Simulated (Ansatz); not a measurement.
# doublet [BPH4]+ at 6 levels

Aim: a comparison of 6 runs (UHF/STO-3G, U-wB97M-V/STO-3G, UB2PLYP/STO-3G, UB3LYP/STO-3G, UHSE06/STO-3G, UBCCD(T)/STO-3G) of doublet [BPH4]+. 

Program for the calculation: Ansatz 0.2.0.

53 further runs of the same task are left out: 53 set aside as unsound or not needed.

### Step 1. Starting point

[BPH4]+: 6 atoms, total charge +1, spin state doublet. SMILES of the parent species: `BP`. Geometry: relaxed at GFN2-xTB. That shape belongs to the parent species and isn't relaxed for this state.

Bond lengths: B1–P2 1.841 Å, B1–H3 1.169 Å, B1–H4 1.169 Å, P2–H5 1.378 Å, P2–H6 1.378 Å. Angles: B1–P2–H5 103.7°, B1–P2–H6 103.7°, P2–B1–H3 119.5°, P2–B1–H4 119.5°, H5–P2–H6 96.8°, H3–B1–H4 120.3°.

### Step 2. The energy at UHF/STO-3G (run 1)

input.yaml

```yaml
crystal:
  periodic: [false, false, false]
  atoms:
    - {symbol: B, position_ang: [0.002660, -0.867960, 0.118880]}
    - {symbol: P, position_ang: [0.378740, 0.928770, 0.259630]}
    - {symbol: H, position_ang: [-0.777460, -1.351190, 0.842930]}
    - {symbol: H, position_ang: [0.659230, -1.540870, -0.575930]}
    - {symbol: H, position_ang: [0.599110, 1.319050, -1.043720]}
    - {symbol: H, position_ang: [-0.862270, 1.512200, 0.398210]}
basis:
  gaussian:
    orbitals: STO-3G
total_charge: 1
magnetization:
  spin_polarized: true
  initial_magnetization: 1
hamiltonian:
  xc: hf
accuracy: high
```

Launch:

```console
$ ansatz run input.yaml --threads 1 --pin off --max-ram 2610MiB --events-out events.jsonl --progress --plain --runs-dir runs
```

Output:

```text
Warning: RAYON_NUM_THREADS=1 ignored (pool sized by the plan → 1); use --threads N
Functional definition: HF
  name "HF"
  exchange = exact_x
  correlation = 0
313 factors; integrals over basis functions are off by at most 5.1e-9 eV
mean field evaluation 1: about -9886.3393 eV, gradient 7.9e0 eV
mean field evaluation 2: about -9886.3548 eV, gradient 7.9e0 eV
mean field evaluation 4: about -9887.1060 eV, gradient 6.9e-1 eV
mean field evaluation 8: about -9887.1234 eV, gradient 6.3e-3 eV
mean field -9887.12336863 eV, -363.3450820644 hartree, gradient 6.5e-8 eV, S^2 0.756381; 0 other end points of the search recorded, 0 dependent functions left out
reference -9887.12336863 eV, -363.3450820644 hartree; 12, 11 occupied and 6, 7 virtual orbitals, 313 factors
Total energy: -9887.12336863 eV, -363.3450820644 hartree
```

Run time: 0.1 s. Hardware: 1 thread of AMD EPYC 7R13 (Zen 3), shared host.

### Step 3. The energy at U-wB97M-V/STO-3G (run 2)

molecule.yaml

```yaml
crystal:
  periodic: [false, false, false]
  atoms:
    - {symbol: B, position_ang: [0.002660, -0.867960, 0.118880]}
    - {symbol: P, position_ang: [0.378740, 0.928770, 0.259630]}
    - {symbol: H, position_ang: [-0.777460, -1.351190, 0.842930]}
    - {symbol: H, position_ang: [0.659230, -1.540870, -0.575930]}
    - {symbol: H, position_ang: [0.599110, 1.319050, -1.043720]}
    - {symbol: H, position_ang: [-0.862270, 1.512200, 0.398210]}
basis:
  gaussian: {orbitals: STO-3G}
total_charge: 1
magnetization: {spin_polarized: true, initial_magnetization: 1}
accuracy: high
hamiltonian: {xc: {name: wB97M-V}}
```

Launch:

```console
$ ansatz run molecule.yaml --threads 1 --pin off --max-ram 2610MiB --events-out events.jsonl --progress --plain --runs-dir runs
```

Output, cut to the lines that bear on the results:

```text
Warning: RAYON_NUM_THREADS=1 ignored (pool sized by the plan → 1); use --threads N
Functional definition: wB97M-V
  name "wB97M-V"
[...]
  gx(w, u) = 1 - cx + cx01*u + cx10*w
  gss(w, u) = css00 + css04*u^4 + css10*w + css20*w^2 + css43*w^4*u^3
  gos(w, u) = cos00 + cos10*w + (cos20 + cos21*u)*w^2 + (cos60 + cos61*u)*w^6
[...]
      + integral(e_c_pw_mod_opposite_spin*gos(b97_w_opposite, b97_u_opposite)) + vv10(b, c)
313 factors; integrals over basis functions are off by at most 5.1e-9 eV
142 factors; integrals over basis functions are off by at most 9.8e-10 eV
[...]
mean field -9908.06705286 eV, -364.1147482636 hartree, gradient 4.4e-8 eV, S^2 0.751667; 0 other end points of the search recorded, 0 dependent functions left out
reference -9908.06705535 eV, -364.1147483552 hartree; 12, 11 occupied and 6, 7 virtual orbitals, 313 factors
Total energy: -9908.06705535 eV, -364.1147483552 hartree
```

Wall time 12 s (1 thread of AMD EPYC 7R13 (Zen 3), shared host); peak memory 0.52 GiB.

Run 3 isn't shown in full; the table further down has it.

### Step 4. The energy at UB3LYP/STO-3G (run 4)

Changes to molecule.yaml since step 3:

```diff
@@ -10,6 +10,10 @@
 basis:
-  gaussian: {orbitals: STO-3G}
+  gaussian:
+    orbitals: STO-3G
 total_charge: 1
-magnetization: {spin_polarized: true, initial_magnetization: 1}
+magnetization:
+  spin_polarized: true
+  initial_magnetization: 1
+hamiltonian:
+  xc: {name: B3LYP}
 accuracy: high
-hamiltonian: {xc: {name: wB97M-V}}
```

Launch:

```console
$ ansatz run molecule.yaml --threads 1 --pin off --max-ram 2610MiB --events-out events.jsonl --progress --plain --runs-dir runs
```

Output:

```text
Warning: RAYON_NUM_THREADS=1 ignored (pool sized by the plan → 1); use --threads N
Functional definition: B3LYP
  name "B3LYP"
  parameter a0 = 0.2
  parameter ax = 0.72
  parameter ac = 0.81
  exchange = (1 - a0 - ax)*slater_x + ax*b88_x + a0*exact_x
  correlation = (1 - ac)*vwn_rpa_c + ac*lyp_c
313 factors; integrals over basis functions are off by at most 5.1e-9 eV
mean field evaluation 1: about -9907.2769 eV, gradient 9.0e0 eV
mean field evaluation 2: about -9907.6426 eV, gradient 6.7e0 eV
mean field evaluation 4: about -9908.0529 eV, gradient 1.7e-1 eV
mean field evaluation 8: about -9908.0098 eV, gradient 4.2e-3 eV
mean field evaluation 16: about -9908.0098 eV, gradient 4.3e-7 eV
mean field -9908.00976905 eV, -364.1126431224 hartree, gradient 2.1e-8 eV, S^2 0.752169; 0 other end points of the search recorded, 0 dependent functions left out
reference -9908.00979635 eV, -364.1126441255 hartree; 12, 11 occupied and 6, 7 virtual orbitals, 313 factors
Total energy: -9908.00979635 eV, -364.1126441255 hartree
```

It took 1.2 s on 1 thread of AMD EPYC 7R13 (Zen 3), shared host; peak memory 0.15 GiB.

Run 5 isn't shown in full; the table further down has it.

### Step 5. The energy at UBCCD(T)/STO-3G (run 6)

input.yaml

```yaml
crystal:
  periodic: [false, false, false]
  atoms:
    - symbol: B
      position_ang: [0.002660, -0.867960, 0.118880]
    - symbol: P
      position_ang: [0.378740, 0.928770, 0.259630]
    - symbol: H
      position_ang: [-0.777460, -1.351190, 0.842930]
    - symbol: H
      position_ang: [0.659230, -1.540870, -0.575930]
    - symbol: H
      position_ang: [0.599110, 1.319050, -1.043720]
    - symbol: H
      position_ang: [-0.862270, 1.512200, 0.398210]
basis:
  gaussian:
    orbitals: STO-3G
total_charge: 1
magnetization:
  spin_polarized: true
  initial_magnetization: 1
correlation:
  method: bccd_t
  frozen_orbitals: {B: 1, H: 0, P: 5}
accuracy: high
scf:
  omitted_lower_state_checks: [cluster_reference, increment]
```

Launch:

```console
$ ansatz run input.yaml --threads 1 --pin off --max-ram 2610MiB --events-out events.jsonl --progress --plain --runs-dir runs
```

Output, cut to the lines that bear on the results:

```text
Warning: RAYON_NUM_THREADS=1 ignored (pool sized by the plan → 1); use --threads N
Functional definition: HF
  name "HF"
[...]
313 factors; integrals over basis functions are off by at most 5.1e-9 eV
[...]
mean field -9887.12336863 eV, -363.3450820644 hartree, gradient 6.5e-8 eV, S^2 0.756381; 0 other end points of the search recorded, 0 dependent functions left out
6 core orbitals not correlated: weight in the atoms' cores, before any rotation towards them, 1.000 or more for the frozen orbitals, at most 0.000 for the correlated occupied ones
reference -9887.12336863 eV, -363.3450820644 hartree; 6, 5 occupied and 6, 7 virtual orbitals, 313 factors
second order -1.71508398 eV of doubles, -0.00000000 eV of singles
cycle   1  -2.22086567 eV  change   -5.1e-1 eV  update   5.6e-2
[...]
cycle  22  -2.49246617 eV  change   1.8e-10 eV  update   1.3e-9
perturbative correction -0.02124612 eV, -0.0007807804 hartree
Total energy: -9889.63708092 eV, -363.4374592869 hartree
Checks for a lower state left out: cluster_reference, increment
```

Wall time 0.22 s (1 thread of AMD EPYC 7R13 (Zen 3), shared host).

### Step 6. The series

| run | level | frozen core orbitals | energy (Eh) | ⟨S²⟩ | wall time |
| --- | --- | --- | --- | --- | --- |
| 1 | UHF/STO-3G | – | -363.345082 | 0.756 | 0.1 s |
| 2 | U-wB97M-V/STO-3G | – | -364.114748 | 0.752 | 12 s |
| 3 | UB2PLYP/STO-3G | 6 | -363.904434 | 0.753 | 1.5 s |
| 4 | UB3LYP/STO-3G | – | -364.112644 | 0.752 | 1.2 s |
| 5 | UHSE06/STO-3G | – | -363.931633 | 0.753 | 1.5 s |
| 6 | UBCCD(T)/STO-3G | 6 | -363.437459 | 0.756 | 0.22 s |

### Step 7. Outcome

```
                                          quantity          value
                               run 6: total energy  -363.43746 Eh
run 6: correlation energy (6 core orbitals frozen)      -92.4 mEh
                             run 6: (T) correction      -0.78 mEh
          run 6: ⟨S²⟩ of the reference determinant          0.756
```

In words: Totals of different functionals can't be ranked against each other. In runs 1, 2, 3, 4, 5, 6 the basis is minimal, so the values are rough. All runs together took 17 s, the longest 12 s.
